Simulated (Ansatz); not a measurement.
**Lead, fcc under r²SCAN: how the plane-wave cutoff moves the result**

Aim: find which plane-wave cutoff is enough for energy and pressure. The geometry was relaxed under r²SCAN beforehand and stays fixed; 9 values are run, from 150 to 800 eV. Wanted are the values from which on the energy stays within 10 and 1 meV/atom, and the pressure within 0.5 GPa, of the last run. Within the series other settings stay, but some runs also write fields, which adds to their time. Spin polarisation is left out.

Computed with Ansatz 0.2.0 (DFT r²SCAN, plane waves with PAW, scalar-relativistic, unless a step says otherwise).

## (1) The structure to begin with

It takes space group Fm-3m (No. 225, cubic). The conventional cell has a = 4.989 Å, b = 4.989 Å, c = 4.989 Å, α = 90.00°, β = 90.00°, γ = 90.00°. Pb (site symmetry m-3m) has 12 Pb at 3.53 Å as nearest neighbours.

As a file:

```cif
data_structure
_symmetry_space_group_name_H-M 'P 1'
_symmetry_Int_Tables_number 1
_cell_length_a 3.5280
_cell_length_b 3.5280
_cell_length_c 3.5280
_cell_angle_alpha 60.000
_cell_angle_beta 60.000
_cell_angle_gamma 60.000
_cell_volume 31.05
loop_
_atom_site_label
_atom_site_type_symbol
_atom_site_fract_x
_atom_site_fract_y
_atom_site_fract_z
_atom_site_occupancy
Pb1 Pb 0.00000 0.00000 0.00000 1
```

## (2) The usual settings first

File input.yaml:

```yaml
crystal:
  lattice:
    - [0.0, 2.4946408835, 2.4946408835]
    - [2.4946408835, 0.0, 2.4946408835]
    - [2.4946408835, 2.4946408835, 0.0]
  atoms:
    - { symbol: Pb, position: [0.0, 0.0, 0.0] }
hamiltonian:
  xc: r2scan
  pseudopotentials:
    kind: paw
    azcp:
      Pb: "pseudopotentials/Pb.paw.azcp"
basis:
  ecutwfc: 500
  fft_grid_basis: typed
kpoints:
  mp_grid: { grid: [18, 18, 18], shift: [0, 0, 0] }
magnetization:
  spin_polarized: false
scf:
  occupations: { method: fermi_dirac, width: 0.1 }
  lower_state_search: "off"
output:
  stress: true
  write_density: true
  write_potential: true
  elf: true
  volumetric_format: npy
```

The run is started by

```
$ ansatz run input.yaml --threads 2 --pin off --max-ram 5120MiB --backend cpu --events-out ev --progress --plain --runs-dir out
```

## (3) With a cutoff of 150 eV

The run at 150 eV.

Edit input.yaml of step 2 so:

```diff
@@ -14,6 +14,6 @@
 basis:
-  ecutwfc: 500
+  ecutwfc: 150
   fft_grid_basis: typed
 kpoints:
-  mp_grid: { grid: [18, 18, 18], shift: [0, 0, 0] }
+  mp_grid: { grid: [11, 11, 11], shift: [0, 0, 0] }
 magnetization:
@@ -25,5 +25 @@
   stress: true
-  write_density: true
-  write_potential: true
-  elf: true
-  volumetric_format: npy
```

## (4) With a cutoff of 200 eV

The run at 200 eV.

Edit input.yaml of step 3 so:

```diff
@@ -14,3 +14,3 @@
 basis:
-  ecutwfc: 150
+  ecutwfc: 200
   fft_grid_basis: typed
```

## (5) With a cutoff of 250 eV

The run at 250 eV.

Edit input.yaml of step 4 so:

```diff
@@ -14,3 +14,3 @@
 basis:
-  ecutwfc: 200
+  ecutwfc: 250
   fft_grid_basis: typed
```

## (6) With a cutoff of 300 eV

The run at 300 eV.

Edit input.yaml of step 5 so:

```diff
@@ -14,3 +14,3 @@
 basis:
-  ecutwfc: 250
+  ecutwfc: 300
   fft_grid_basis: typed
```

## (7) With a cutoff of 350 eV

The run at 350 eV.

Edit input.yaml of step 6 so:

```diff
@@ -14,3 +14,3 @@
 basis:
-  ecutwfc: 300
+  ecutwfc: 350
   fft_grid_basis: typed
```

## (8) With a cutoff of 420 eV

The run at 420 eV.

Edit input.yaml of step 7 so:

```diff
@@ -14,3 +14,3 @@
 basis:
-  ecutwfc: 350
+  ecutwfc: 420
   fft_grid_basis: typed
```

## (9) With a cutoff of 500 eV

The run at 500 eV.

Edit input.yaml of step 8 so:

```diff
@@ -14,3 +14,3 @@
 basis:
-  ecutwfc: 420
+  ecutwfc: 500
   fft_grid_basis: typed
@@ -25 +25,5 @@
   stress: true
+  write_density: true
+  write_potential: true
+  elf: true
+  volumetric_format: npy
```

## (10) With a cutoff of 600 eV

The run at 600 eV.

Edit input.yaml of step 9 so:

```diff
@@ -14,3 +14,3 @@
 basis:
-  ecutwfc: 500
+  ecutwfc: 600
   fft_grid_basis: typed
```

## (11) With a cutoff of 800 eV

The run at 800 eV.

Edit input.yaml of step 10 so:

```diff
@@ -14,3 +14,3 @@
 basis:
-  ecutwfc: 600
+  ecutwfc: 800
   fft_grid_basis: typed
@@ -25,5 +25 @@
   stress: true
-  write_density: true
-  write_potential: true
-  elf: true
-  volumetric_format: npy
```

(Steps that only read results are left out.)

Q: Predict the outcome of this session.

**Answer**, as computed:

| quantity | value |
| --- | --- |
| E(σ → 0) stays within 10 meV/atom of 800 eV | from 350 eV on |
| E(σ → 0) stays within 1 meV/atom | from 500 eV on |
| pressure stays within 0.5 GPa | from 250 eV on |
| pressure at 800 eV | 0.00 GPa |
| CPU time, dearest over cheapest | 6.3 |
| run at the usual settings (mesh 18×18×18 against the series' 11×11×11, 500 eV) | +5.6 meV/atom from 800 eV, 0.17 GPa |

The far end, 150 eV, lies +35778 meV/atom and +5.9 GPa from the yardstick. Each step up in cutoff lowers the energy. Total energies within 1 meV/atom need 500 eV; differences between like structures often settle sooner.
